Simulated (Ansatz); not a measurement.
Energy needed to pull apart BHSF (SMILES FB[S]), doublet, into free ground-state atoms, from the structure below (displaced at random from a GFN2-xTB minimum); no zero-point or spin–orbit terms; open-shell atoms are treated unrestricted, in their ground-state multiplicity.

F1  (1.241, 0.736, -0.458)
B2  (0.258, -0.093, 0.079)
S3  (-1.383, -0.023, -0.719)
H4  (0.467, -0.571, 1.120)
(Å)

Program: Ansatz 0.2.0. Basis: def2-TZVPP. Cores are frozen in the correlated methods; orbitals are unrestricted. B3LYP uses VWN-RPA correlation.

```csv
method,atomization energy (eV)
PBE-D4,15.11
BLYP-D4,?
r2SCAN-D4,14.87
PBE0-D4,14.68
B3LYP-D4,14.64
wB97M-V,?
HF,11.09
MP2,14.64
CCSD,13.86
CCSD(T),14.12
```

Task: What does BLYP-D4 give? (Judge from chemistry; the value comes from the calculation.)

Result: The calculation gives: 14.76 eV, which is about 0.64 eV more than CCSD(T)/def2-TZVPP.

Task: What does wB97M-V give? (Judge from chemistry; the value comes from the calculation.)

Result: The calculation gives: 14.70 eV, which is about 0.58 eV more than CCSD(T)/def2-TZVPP.

In triple zeta the MP2 and coupled-cluster atomization energies are still short of their basis limit by a few kcal/mol a bond, whereas those of the functionals are nearly converged, so these differences are not deviations from converged CCSD(T).

No T1 diagnostic of these runs exceeds 0.016. ⟨S²⟩ of the unrestricted Hartree–Fock references: 0.76 (a pure state has 0.75).

For scale, one of the runs: CCSD(T)/def2-TZVPP forces, 118 basis functions (an equivalent command: `ansatz run in.yaml --threads 4`). The run took 65 s on 4 CPU threads (shared host), with 1.8 GiB of host memory at its peak.
